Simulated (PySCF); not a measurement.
Gas-phase reaction: B₂O₂ + F₂ + 2 H = BF(OH)₂ + BF

Computed with PySCF and rigid-rotor harmonic-oscillator thermochemistry at 1 bar. † marks an energy on the PBE0/def2-TZVP geometry and frequencies; other levels use their own. CCSD(T) freezes the core. 6-31G* has spherical d functions here. Open shells (unrestricted): H (multiplicity 2); the rest are closed-shell singlets. B3LYP is the form with VWN-RPA correlation. BF(OH)₂: computed as isolated molecules; such fragments, hydroxides, amides, oligomers or adducts are transient or little studied in the gas. CCSD(T) isn't extrapolated to the basis-set limit. Warning, large T1 diagnostic: B₂O₂ (CCSD(T)/def2-SVP†, CCSD(T)/def2-TZVPP†).

```tsv
level	ΔH°(298 K), kJ
B3LYP/6-31G*	___
CCSD(T)/def2-SVP†	-1079
CCSD(T)/def2-TZVPP†	-1135
HF/6-31G*	-1081
HF/def2-TZVP†	___
PBE0/def2-SVP†	___
ωB97M-V/def2-TZVP†	-1137
```

Problem. Some entries are withheld; supply them.

Solution. 
- B3LYP/6-31G*, ΔH°(298 K), kJ: -1061
- HF/def2-TZVP†, ΔH°(298 K), kJ: -1140
- PBE0/def2-SVP†, ΔH°(298 K), kJ: -1101
